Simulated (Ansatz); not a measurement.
Input file:

```yaml
crystal:
  periodic: [false, false, false]
  atoms:
    - {symbol: B, position_ang: [0.000000, 0.004936, 1.371255]}
    - {symbol: Al, position_ang: [0.000000, 0.004936, -0.687022]}
    - {symbol: H, position_ang: [0.000000, 0.887596, 1.794755]}
    - {symbol: H, position_ang: [0.000000, -1.072676, 1.888293]}
basis:
  gaussian: {orbitals: 6-31G}
magnetization: {spin_polarized: false, initial_magnetization: 2}
correlation: {method: fic_mrcisd_q, electrons: outside_noble_gas, active_space: {window: {electrons: 8, orbitals: 10}, shells: [{species: Al, l: s, shell: 3}, {species: Al, l: p, shell: 3}, {species: B, l: s, shell: 2}, {species: B, l: p, shell: 2}, {species: H, l: s, shell: 1}]}}
```

```sh
$ ansatz run in.yaml --threads 1 --pin off --events-out ev --progress --plain --max-ram 2393MiB
```

(1) Roughly how long does this take on 1 thread of Arm Neoverse V1, shared host, and how much host memory?

```
556 factors; integrals over basis functions are off by at most 2.6e-7 eV
mean field evaluation 1: about -7280.8973 eV, gradient 1.1e1 eV
mean field evaluation 2: about -7280.8973 eV, gradient 1.1e1 eV
mean field evaluation 4: about -7281.8735 eV, gradient 1.5e0 eV
mean field evaluation 8: about -7282.0207 eV, gradient 2.4e-1 eV
mean field evaluation 16: about -7281.0936 eV, gradient 1.4e-2 eV
mean field evaluation 32: about -7282.0226 eV, gradient 2.6e-1 eV
mean field -7282.02312336 eV, -267.6094138509 hartree, gradient 8.8e-6 eV, S^2 2.000000; 8 other end points of the search recorded, 0 dependent functions left out
reference -7282.02312336 eV, -267.6094138509 hartree; 11, 9 occupied and 15, 17 virtual orbitals, 556 factors
state -7283.96252390 eV, -267.6806855060 hartree
contracted CI cycle   1: correlation 0.00000000 eV, 0.0000000000 hartree, residual 6.06e0 eV
contracted CI cycle   2: correlation -0.80745942 eV, -0.0296735865 hartree, residual 1.44e0 eV
contracted CI cycle   3: correlation -0.84821829 eV, -0.0311714473 hartree, residual 3.21e-1 eV
contracted CI cycle   4: correlation -0.85029785 eV, -0.0312478697 hartree, residual 7.69e-2 eV
contracted CI cycle   5: correlation -0.85040495 eV, -0.0312518054 hartree, residual 1.93e-2 eV
contracted CI cycle   6: correlation -0.85041157 eV, -0.0312520488 hartree, residual 5.00e-3 eV
contracted CI cycle   7: correlation -0.85041202 eV, -0.0312520654 hartree, residual 1.31e-3 eV
state -7283.96252390 eV, -267.6806855060 hartree; corrected -7284.83306430 eV, -267.7126772759 hartree
Total energy: -7284.83306430 eV, -267.7126772759 hartree
Checks for a lower state left out: starts, orbital_swaps
```

Natural occupations: 1.9833 1.9741 1.9350 1.0080 0.9770 0.0393 0.0268 0.0253 0.0204 0.0108.

For the same geometry and basis full CI lies 15.8 meV lower.

Answers

(1) 6 s wall and 0.51 GiB.
